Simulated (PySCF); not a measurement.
How the method changes the constants of MgS

State: ¹Σ⁺ (singlet), closed shell. Set-up: PySCF, no relativity, basis sets Mg def2-TZVPP, S def2-TZVPP. De refers to Mg + S in their high-spin ground configurations, without counterpoise correction. A positive dipole means Mg(−)S(+).

```tsv
Level	Re (Å)	ωe (cm⁻¹)	De (eV)	μ (D)
RHF	2.135	551	0.311	-9.19
RHF-MP2	2.150	551	2.20	n/a
RHF-SCS-MP2	2.157	537	2.03	n/a
RHF-CCSD	2.156	517	1.65	n/a
RHF-CCSD(T)	2.163	518	1.92	n/a
PBE	2.153	526	2.38	-7.05
revPBE	2.163	520	2.21	-7.12
r²SCAN	2.138	551	2.37	-7.67
r²SCANh	2.134	555	2.26	-7.85
B3LYP	2.147	529	2.01	-7.37
PBE0	2.136	546	2.10	-7.74
B97-3	2.142	540	2.15	-7.63
CAM-B3LYP	2.127	549	1.87	-7.86
```

Question: Which functional lies closest to RHF-CCSD(T) in De, which farthest, and by how much do they differ from it?

Answer: Closest is CAM-B3LYP (-3.6 pm in Re, +6.0 % in ωe, -0.05 eV in De against RHF-CCSD(T) in the same basis), farthest PBE (-1.0 pm in Re, +1.5 % in ωe, +0.46 eV in De). CCSD(T) converges more slowly with the basis than the functionals do and binds too weakly in this one, so the order can change at the basis-set limit.

Question: What does a quarter of exact exchange do here, going from PBE to PBE0?

Answer: PBE0 less PBE: -1.7 pm in Re, +3.8 % in ωe, -0.28 eV in De. Exact exchange removes part of the self-interaction that spreads semilocal densities, and in most molecules shortens and stiffens the bond and lowers De; so it does here.

Question: What does the step from GGA to meta-GGA do here, going from PBE to r²SCAN?

Answer: r²SCAN less PBE: -1.5 pm in Re, +4.8 % in ωe, -0.01 eV in De. 

Correlated steps freeze 6 core orbitals. Where the molecule has an RHF reference, its open-shell atoms are computed with UHF. The CCSD T1 diagnostic is raised, a sign that a single reference may not be enough here.

The whole job (state search and all levels along the bond) took about 4.8 min on 1 thread of Arm Neoverse V1 (shared host), peak memory 1.3 GiB.
